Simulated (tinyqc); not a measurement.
RHF in the sto-3g basis, for H3O+, spin multiplicity 1, step by step (part 1 of 3). Computed by tinyqc, a small Python program that keeps every step (integrals from PySCF). Settings: charge = 1, multiplicity = 1, basis = sto-3g, energy threshold = 1e-09, iteration cap = 88, orthogonalisation = symmetric, start = Wolfsberg-Helmholz matrix, DIIS depth = 0, method = RHF. Command: `OMP_NUM_THREADS=1 python tinyqc.py 30958 30959 out.jsonl` (the two numbers bound the seeds that draw the settings). One thread of a shared host (Intel(R) Xeon(R) Processor @ 2.60GHz), about 0.06 s of CPU time with the checks. Later iterations appear only in the table of the cycle.

## One-electron integrals

Geometry (angstrom):
```
atom          x          y         z
O      0.000000   0.000000  0.136000
H      0.969000   0.000000  0.000000
H     -0.484000   0.839000  0.000000
H     -0.484000  -0.839000  0.000000
```

Basis sto-3g: exponents (1/bohr^2) and contraction coefficients of normalised primitives:
```
element  l (shell)    exponent  coefficient
O            s (1)  130.709320     0.154329
O            s (1)   23.808861     0.535328
O            s (1)    6.443608     0.444635
O            s (2)    5.033151    -0.099967
O            s (2)    1.169596     0.399513
O            s (2)    0.380389     0.700115
O            p (3)    5.033151     0.155916
O            p (3)    1.169596     0.607684
O            p (3)    0.380389     0.391957
H            s (1)    3.425251     0.154329
H            s (1)    0.623914     0.535328
H            s (1)    0.168855     0.444635
```

Overlap, kinetic and nuclear-attraction integrals over the contracted functions; the nuclear repulsion is the sum of Za Zb / Rab.

nuclear repulsion = 13.92903626 hartree

overlap S:
```
           1O 1s     1O 2s     1O 2px     1O 2py     1O 2pz      2H 1s      3H 1s      4H 1s
1O 1s   1.000000  0.236704   0.000000   0.000000   0.000000   0.051314   0.051363   0.051363
1O 2s   0.236704  1.000000   0.000000   0.000000   0.000000   0.460935   0.461194   0.461194
1O 2px  0.000000  0.000000   1.000000   0.000000   0.000000   0.382205  -0.191054  -0.191054
1O 2py  0.000000  0.000000   0.000000   1.000000   0.000000   0.000000   0.331187  -0.331187
1O 2pz  0.000000  0.000000   0.000000   0.000000   1.000000  -0.053643  -0.053685  -0.053685
2H 1s   0.051314  0.460935   0.382205   0.000000  -0.053643   1.000000   0.197794   0.197794
3H 1s   0.051363  0.461194  -0.191054   0.331187  -0.053685   0.197794   1.000000   0.197745
4H 1s   0.051363  0.461194  -0.191054  -0.331187  -0.053685   0.197794   0.197745   1.000000
```

kinetic energy T (hartree):
```
            1O 1s      1O 2s     1O 2px     1O 2py     1O 2pz      2H 1s      3H 1s      4H 1s
1O 1s   29.003200  -0.168011   0.000000   0.000000   0.000000  -0.003908  -0.003884  -0.003884
1O 2s   -0.168011   0.808128   0.000000   0.000000   0.000000   0.118618   0.118802   0.118802
1O 2px   0.000000   0.000000   2.528731   0.000000   0.000000   0.265537  -0.132833  -0.132833
1O 2py   0.000000   0.000000   0.000000   2.528731   0.000000   0.000000   0.230263  -0.230263
1O 2pz   0.000000   0.000000   0.000000   0.000000   2.528731  -0.037268  -0.037325  -0.037325
2H 1s   -0.003908   0.118618   0.265537   0.000000  -0.037268   0.760032  -0.001669  -0.001669
3H 1s   -0.003884   0.118802  -0.132833   0.230263  -0.037325  -0.001669   0.760032  -0.001677
4H 1s   -0.003884   0.118802  -0.132833  -0.230263  -0.037325  -0.001669  -0.001677   0.760032
```

nuclear attraction V (hartree):
```
             1O 1s       1O 2s      1O 2px      1O 2py      1O 2pz      2H 1s      3H 1s      4H 1s
1O 1s   -62.241316   -7.567217    0.000003    0.000000    0.006199  -1.685261  -1.686893  -1.686893
1O 2s    -7.567217  -10.655969    0.000011    0.000000    0.073462  -3.911376  -3.914028  -3.914028
1O 2px    0.000003    0.000011  -10.638225    0.000000   -0.000012  -2.891266   1.445461   1.445461
1O 2py    0.000000    0.000000    0.000000  -10.638476    0.000000   0.000000  -2.505713   2.505713
1O 2pz    0.006199    0.073462   -0.000012    0.000000  -10.470171   0.426556   0.426944   0.426944
2H 1s    -1.685261   -3.911376   -2.891266    0.000000    0.426556  -6.038011  -1.349861  -1.349861
3H 1s    -1.686893   -3.914028    1.445461   -2.505713    0.426944  -1.349861  -6.039466  -1.349806
4H 1s    -1.686893   -3.914028    1.445461    2.505713    0.426944  -1.349861  -1.349806  -6.039466
```

core Hamiltonian H = T + V (hartree):
```
             1O 1s      1O 2s     1O 2px     1O 2py     1O 2pz      2H 1s      3H 1s      4H 1s
1O 1s   -33.238116  -7.735228   0.000003   0.000000   0.006199  -1.689169  -1.690777  -1.690777
1O 2s    -7.735228  -9.847841   0.000011   0.000000   0.073462  -3.792758  -3.795227  -3.795227
1O 2px    0.000003   0.000011  -8.109494   0.000000  -0.000012  -2.625729   1.312627   1.312627
1O 2py    0.000000   0.000000   0.000000  -8.109745   0.000000   0.000000  -2.275450   2.275450
1O 2pz    0.006199   0.073462  -0.000012   0.000000  -7.941440   0.389288   0.389619   0.389619
2H 1s    -1.689169  -3.792758  -2.625729   0.000000   0.389288  -5.277979  -1.351529  -1.351529
3H 1s    -1.690777  -3.795227   1.312627  -2.275450   0.389619  -1.351529  -5.279434  -1.351483
4H 1s    -1.690777  -3.795227   1.312627   2.275450   0.389619  -1.351529  -1.351483  -5.279434
```

## Two-electron integrals

Functions are numbered as in S; the eight-fold symmetry (ij|kl) = (ji|kl) = (kl|ij) leaves the list below.

Two-electron integrals (ij|kl) in chemists' order, unique and non-zero (hartree):
```
(11|11) 4.785065    (21|11) 0.741380    (21|21) 0.136873    (22|11) 1.118947
(22|21) 0.256633    (22|22) 0.817206    (31|31) 0.024477    (32|31) 0.037809
(32|32) 0.180518    (33|11) 1.115814    (33|21) 0.256684    (33|22) 0.817023
(33|33) 0.880159    (41|41) 0.024477    (42|41) 0.037809    (42|42) 0.180518
(43|43) 0.047444    (44|11) 1.115814    (44|21) 0.256684    (44|22) 0.817023
(44|33) 0.785270    (44|44) 0.880159    (51|51) 0.024477    (52|51) 0.037809
(52|52) 0.180518    (53|53) 0.047444    (54|54) 0.047444    (55|11) 1.115814
(55|21) 0.256684    (55|22) 0.817023    (55|33) 0.785270    (55|44) 0.785270
(55|55) 0.880159    (61|11) 0.163214    (61|21) 0.029870    (61|22) 0.055619
(61|31) 0.001363    (61|32) 0.002547    (61|33) 0.055833    (61|44) 0.055513
(61|51) -0.000191   (61|52) -0.000358   (61|53) -0.000045   (61|55) 0.055519
(61|61) 0.006603    (62|11) 0.389031    (62|21) 0.090308    (62|22) 0.317451
(62|31) 0.006700    (62|32) 0.050747    (62|33) 0.327498    (62|44) 0.312126
(62|51) -0.000940   (62|52) -0.007122   (62|53) -0.002158   (62|55) 0.312429
(62|61) 0.020078    (62|62) 0.151479    (63|11) 0.274017    (63|21) 0.064444
(63|22) 0.241930    (63|31) 0.013745    (63|32) 0.091945    (63|33) 0.263493
(63|44) 0.230902    (63|51) -0.000589   (63|52) -0.005155   (63|53) -0.003087
(63|55) 0.231127    (63|61) 0.014974    (63|62) 0.140221    (63|63) 0.150159
(64|41) 0.009546    (64|42) 0.055218    (64|43) 0.010599    (64|54) -0.001488
(64|64) 0.021828    (65|11) -0.038458   (65|21) -0.009045   (65|22) -0.033955
(65|31) -0.000589   (65|32) -0.005155   (65|33) -0.034006   (65|44) -0.032407
(65|51) 0.009629    (65|52) 0.055941    (65|53) 0.010823    (65|55) -0.035414
(65|61) -0.002102   (65|62) -0.019680   (65|63) -0.018011   (65|65) 0.024356
(66|11) 0.522044    (66|21) 0.123157    (66|22) 0.495675    (66|31) 0.012053
(66|32) 0.125013    (66|33) 0.534198    (66|44) 0.475530    (66|51) -0.001692
(66|52) -0.017546   (66|53) -0.008234   (66|55) 0.476686    (66|61) 0.027641
(66|62) 0.294985    (66|63) 0.311854    (66|65) -0.043769   (66|66) 0.774606
(71|11) 0.163371    (71|21) 0.029899    (71|22) 0.055673    (71|31) -0.000682
(71|32) -0.001274   (71|33) 0.055646    (71|41) 0.001182    (71|42) 0.002208
(71|43) -0.000139   (71|44) 0.055806    (71|51) -0.000192   (71|52) -0.000358
(71|53) 0.000022    (71|54) -0.000039   (71|55) 0.055573    (71|61) 0.006490
(71|62) 0.019362    (71|63) 0.013502    (71|64) 0.000548    (71|65) -0.002028
(71|66) 0.026295    (71|71) 0.006616    (72|11) 0.389302    (72|21) 0.090370
(72|22) 0.317658    (72|31) -0.003350   (72|32) -0.025372   (72|33) 0.316171
(72|41) 0.005807    (72|42) 0.043981    (72|43) -0.006657   (72|44) 0.323870
(72|51) -0.000941   (72|52) -0.007129   (72|53) 0.001079    (72|54) -0.001870
(72|55) 0.312634    (72|61) 0.019357    (72|62) 0.120084    (72|63) 0.084709
(72|64) 0.013327    (72|65) -0.015128   (72|66) 0.189340    (72|71) 0.020111
(72|72) 0.151661    (73|11) -0.136996   (73|21) -0.032219   (73|22) -0.120949
(73|31) 0.010603    (73|32) 0.064433    (73|33) -0.127456   (73|41) -0.001819
(73|42) -0.015903   (73|43) 0.011651    (73|44) -0.119709   (73|51) 0.000295
(73|52) 0.002578    (73|53) -0.001889   (73|54) 0.000693    (73|55) -0.115548
(73|61) -0.006269   (73|62) -0.030774   (73|63) -0.005599   (73|64) -0.002675
(73|65) 0.003770    (73|66) -0.034903   (73|71) -0.007494   (73|72) -0.070139
(73|73) 0.053928    (74|11) 0.237478    (74|21) 0.055851    (74|22) 0.209661
(74|31) -0.001819   (74|32) -0.015903   (74|33) 0.202569    (74|41) 0.012706
(74|42) 0.082826    (74|43) -0.009573   (74|44) 0.225884    (74|51) -0.000511
(74|52) -0.004469   (74|53) 0.000693    (74|54) -0.002690   (74|55) 0.200299
(74|61) 0.011965    (74|62) 0.080021    (74|63) 0.055874    (74|64) 0.025087
(74|65) -0.009898   (74|66) 0.127339    (74|71) 0.012990    (74|72) 0.121585
(74|73) -0.055594   (74|74) 0.118228    (75|11) -0.038495   (75|21) -0.009053
(75|22) -0.033986   (75|31) 0.000295    (75|32) 0.002578    (75|33) -0.032836
(75|41) -0.000511   (75|42) -0.004469   (75|43) 0.000693    (75|44) -0.033637
(75|51) 0.009637    (75|52) 0.055983    (75|53) -0.005412   (75|54) 0.009381
(75|55) -0.035446   (75|61) -0.002028   (75|62) -0.015131   (75|63) -0.010461
(75|64) -0.001680   (75|65) 0.018506    (75|66) -0.026053   (75|71) -0.002106
(75|72) -0.019709   (75|73) 0.009012    (75|74) -0.015622   (75|75) 0.024389
(76|11) 0.129295    (76|21) 0.030232    (76|22) 0.113741    (76|31) 0.000917
(76|32) 0.007999    (76|33) 0.114430    (76|41) 0.001587    (76|42) 0.013843
(76|43) 0.000414    (76|44) 0.114905    (76|51) -0.000514   (76|52) -0.004488
(76|53) -0.000515   (76|54) -0.000891   (76|55) 0.111769    (76|61) 0.006626
(76|62) 0.051942    (76|63) 0.044775    (76|64) 0.005373    (76|65) -0.007590
(76|66) 0.100927    (76|71) 0.006632    (76|72) 0.051969    (76|73) -0.017722
(76|74) 0.041483    (76|75) -0.007596   (76|76) 0.021386    (77|11) 0.522229
(77|21) 0.123200    (77|22) 0.495817    (77|31) -0.006026   (77|32) -0.062489
(77|33) 0.490319    (77|41) 0.010446    (77|42) 0.108323    (77|43) -0.025402
(77|44) 0.519699    (77|51) -0.001693   (77|52) -0.017559   (77|53) 0.004118
(77|54) -0.007138   (77|55) 0.476822    (77|61) 0.026279    (77|62) 0.189268
(77|63) 0.127720    (77|64) 0.033383    (77|65) -0.026040   (77|66) 0.311994
(77|71) 0.027677    (77|72) 0.295197    (77|73) -0.155917   (77|74) 0.270278
(77|75) -0.043811   (77|76) 0.100927    (77|77) 0.774606    (81|11) 0.163371
(81|21) 0.029899    (81|22) 0.055673    (81|31) -0.000682   (81|32) -0.001274
(81|33) 0.055646    (81|41) -0.001182   (81|42) -0.002208   (81|43) 0.000139
(81|44) 0.055806    (81|51) -0.000192   (81|52) -0.000358   (81|53) 0.000022
(81|54) 0.000039    (81|55) 0.055573    (81|61) 0.006490    (81|62) 0.019362
(81|63) 0.013502    (81|64) -0.000548   (81|65) -0.002028   (81|66) 0.026295
(81|71) 0.006496    (81|72) 0.019375    (81|73) -0.007225   (81|74) 0.011427
(81|75) -0.002030   (81|76) 0.006435    (81|77) 0.026304    (81|81) 0.006616
(82|11) 0.389302    (82|21) 0.090370    (82|22) 0.317658    (82|31) -0.003350
(82|32) -0.025372   (82|33) 0.316171    (82|41) -0.005807   (82|42) -0.043981
(82|43) 0.006657    (82|44) 0.323870    (82|51) -0.000941   (82|52) -0.007129
(82|53) 0.001079    (82|54) 0.001870    (82|55) 0.312634    (82|61) 0.019357
(82|62) 0.120084    (82|63) 0.084709    (82|64) -0.013327   (82|65) -0.015128
(82|66) 0.189340    (82|71) 0.019375    (82|72) 0.120148    (82|73) -0.053878
(82|74) 0.066730    (82|75) -0.015139   (82|76) 0.042275    (82|77) 0.189353
(82|81) 0.020111    (82|82) 0.151661    (83|11) -0.136996   (83|21) -0.032219
(83|22) -0.120949   (83|31) 0.010603    (83|32) 0.064433    (83|33) -0.127456
(83|41) 0.001819    (83|42) 0.015903    (83|43) -0.011651   (83|44) -0.119709
(83|51) 0.000295    (83|52) 0.002578    (83|53) -0.001889   (83|54) -0.000693
(83|55) -0.115548   (83|61) -0.006269   (83|62) -0.030774   (83|63) -0.005599
(83|64) 0.002675    (83|65) 0.003770    (83|66) -0.034903   (83|71) -0.007225
(83|72) -0.053878   (83|73) 0.040426    (83|74) -0.029267   (83|75) 0.006684
(83|76) -0.014097   (83|77) -0.092728   (83|81) -0.007494   (83|82) -0.070139
(83|83) 0.053928    (84|11) -0.237478   (84|21) -0.055851   (84|22) -0.209661
(84|31) 0.001819    (84|32) 0.015903    (84|33) -0.202569   (84|41) 0.012706
(84|42) 0.082826    (84|43) -0.009573   (84|44) -0.225884   (84|51) 0.000511
(84|52) 0.004469    (84|53) -0.000693   (84|54) -0.002690   (84|55) -0.200299
(84|61) -0.011965   (84|62) -0.080021   (84|63) -0.055874   (84|64) 0.025087
(84|65) 0.009898    (84|66) -0.127339   (84|71) -0.011427   (84|72) -0.066730
(84|73) 0.029267    (84|74) -0.020991   (84|75) 0.008224    (84|76) -0.024444
(84|77) -0.093953   (84|81) -0.012990   (84|82) -0.121585   (84|83) 0.055594
(84|84) 0.118228    (85|11) -0.038495   (85|21) -0.009053   (85|22) -0.033986
(85|31) 0.000295    (85|32) 0.002578    (85|33) -0.032836   (85|41) 0.000511
(85|42) 0.004469    (85|43) -0.000693   (85|44) -0.033637   (85|51) 0.009637
(85|52) 0.055983    (85|53) -0.005412   (85|54) -0.009381   (85|55) -0.035446
(85|61) -0.002028   (85|62) -0.015131   (85|63) -0.010461   (85|64) 0.001680
(85|65) 0.018506    (85|66) -0.026053   (85|71) -0.002030   (85|72) -0.015139
(85|73) 0.006684    (85|74) -0.008224   (85|75) 0.018517    (85|76) -0.005983
(85|77) -0.026056   (85|81) -0.002106   (85|82) -0.019709   (85|83) 0.009012
(85|84) 0.015622    (85|85) 0.024389    (86|11) 0.129295    (86|21) 0.030232
(86|22) 0.113741    (86|31) 0.000917    (86|32) 0.007999    (86|33) 0.114430
(86|41) -0.001587   (86|42) -0.013843   (86|43) -0.000414   (86|44) 0.114905
(86|51) -0.000514   (86|52) -0.004488   (86|53) -0.000515   (86|54) 0.000891
(86|55) 0.111769    (86|61) 0.006626    (86|62) 0.051942    (86|63) 0.044775
(86|64) -0.005373   (86|65) -0.007590   (86|66) 0.100927    (86|71) 0.006435
(86|72) 0.042275    (86|73) -0.014097   (86|74) 0.024444    (86|75) -0.005983
(86|76) 0.017631    (86|77) 0.067613    (86|81) 0.006632    (86|82) 0.051969
(86|83) -0.017722   (86|84) -0.041483   (86|85) -0.007596   (86|86) 0.021386
(87|11) 0.129298    (87|21) 0.030232    (87|22) 0.113734    (87|31) -0.001831
(87|32) -0.015973   (87|33) 0.115133    (87|44) 0.114187    (87|51) -0.000514
(87|52) -0.004488   (87|53) 0.001028    (87|55) 0.111764    (87|61) 0.006429
(87|62) 0.042248    (87|63) 0.028210    (87|65) -0.005978   (87|66) 0.067601
(87|71) 0.006632    (87|72) 0.051960    (87|73) -0.027028   (87|74) 0.036101
(87|75) -0.007595   (87|76) 0.017627    (87|77) 0.100898    (87|81) 0.006632
(87|82) 0.051960    (87|83) -0.027028   (87|84) -0.036101   (87|85) -0.007595
(87|86) 0.017627    (87|87) 0.021375    (88|11) 0.522229    (88|21) 0.123200
(88|22) 0.495817    (88|31) -0.006026   (88|32) -0.062489   (88|33) 0.490319
(88|41) -0.010446   (88|42) -0.108323   (88|43) 0.025402    (88|44) 0.519699
(88|51) -0.001693   (88|52) -0.017559   (88|53) 0.004118    (88|54) 0.007138
(88|55) 0.476822    (88|61) 0.026279    (88|62) 0.189268    (88|63) 0.127720
(88|64) -0.033383   (88|65) -0.026040   (88|66) 0.311994    (88|71) 0.026304
(88|72) 0.189353    (88|73) -0.092728   (88|74) 0.093953    (88|75) -0.026056
(88|76) 0.067613    (88|77) 0.311966    (88|81) 0.027677    (88|82) 0.295197
(88|83) -0.155917   (88|84) -0.270278   (88|85) -0.043811   (88|86) 0.100927
(88|87) 0.100898    (88|88) 0.774606
```

## Orthogonalisation

S = U s U^T; symmetric (Loewdin) form X = U s^(-1/2) U^T, so that X^T S X = 1.

eigenvalues of S: 0.342796  0.422436  0.422695  0.964099  1.019188  1.379495  1.379819  2.069472

X:
```
            1O 1s      1O 2s     1O 2px     1O 2py     1O 2pz      2H 1s      3H 1s      4H 1s
1O 1s    1.025037  -0.150464   0.000003   0.000000   0.003152   0.020290   0.020300   0.020300
1O 2s   -0.150464   1.318406  -0.000071   0.000000  -0.033796  -0.268340  -0.268630  -0.268630
1O 2px   0.000003  -0.000071   1.123776   0.000000   0.000011  -0.274276   0.137152   0.137152
1O 2py   0.000000   0.000000   0.000000   1.123969   0.000000   0.000000  -0.237746   0.237746
1O 2pz   0.003152  -0.033796   0.000011   0.000000   1.003853   0.030689   0.030731   0.030731
2H 1s    0.020290  -0.268340  -0.274276   0.000000   0.030689   1.198653  -0.067007  -0.067007
3H 1s    0.020300  -0.268630   0.137152  -0.237746   0.030731  -0.067007   1.198910  -0.067011
4H 1s    0.020300  -0.268630   0.137152   0.237746   0.030731  -0.067007  -0.067011   1.198910
```

## Starting guess

The start is the generalised Wolfsberg-Helmholz matrix (K = 1.75) built on H; D = 2 C_occ C_occ^T.

D at the start:
```
            1O 1s      1O 2s     1O 2px     1O 2py     1O 2pz      2H 1s      3H 1s      4H 1s
1O 1s    2.045044  -0.173319  -0.000028   0.000000  -0.033209  -0.124101  -0.124212  -0.124212
1O 2s   -0.173319   0.893007   0.000135   0.000000   0.117564   0.284799   0.285031   0.285031
1O 2px  -0.000028   0.000135   1.325469   0.000000  -0.000033   0.437132  -0.218475  -0.218475
1O 2py   0.000000   0.000000   0.000000   1.324886   0.000000   0.000000   0.378589  -0.378589
1O 2pz  -0.033209   0.117564  -0.000033   0.000000   1.988935  -0.021472  -0.021514  -0.021514
2H 1s   -0.124101   0.284799   0.437132   0.000000  -0.021472   0.239101   0.022986   0.022986
3H 1s   -0.124212   0.285031  -0.218475   0.378589  -0.021514   0.022986   0.239332   0.022967
4H 1s   -0.124212   0.285031  -0.218475  -0.378589  -0.021514   0.022986   0.022967   0.239332
```
